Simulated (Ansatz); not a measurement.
Compare A (`OC/C(F)=C/Cl`) with its isomer B (`FC1(Cl)COC1`).

Isolated molecules relaxed with PBE0-D4/def2-TZVP in Ansatz; ΔE leaves out vibrations. CBS: MP2 limit from def2 TZ/QZ plus the TZ coupled-cluster correction, frozen cores. DFT in def2-TZVPP. B3LYP here is the variant with VWN-RPA as its local correlation; programs differ in this. One conformer a species, not always the lowest.

**Question.** Which is lower in electronic energy at CCSD(T)/CBS, and by how much? (An estimate is asked.)

**Answer.** The calculation gave: A, by 33.2 kJ/mol.

**Question.** Give E(B) − E(A) in kJ/mol with B3LYP, MP2/def2-TZVPP, PBE-D4, B2PLYP, ωB97M-V, CCSD(T)/def2-TZVPP, PBE0-D4. (Best estimate.)

**Answer.** Ansatz gave: B3LYP 43.4, MP2/def2-TZVPP 30.5, PBE-D4 31.1, B2PLYP 38.5, ωB97M-V 25.6, CCSD(T)/def2-TZVPP 30.9, PBE0-D4 24.8. None reverses the order clearly.

Largest T1 diagnostic: 0.011.

From PBE to PBE0 (25 % exact exchange), in def2-TZVPP and without D4, E(B) − E(A) moves by −6.6 kJ/mol. In def2-TZVPP, CCSD(T) changes the Hartree–Fock value by −4.6 kJ/mol (the triples alone add +0.7 kJ/mol) and MP2 by −5.0 kJ/mol.
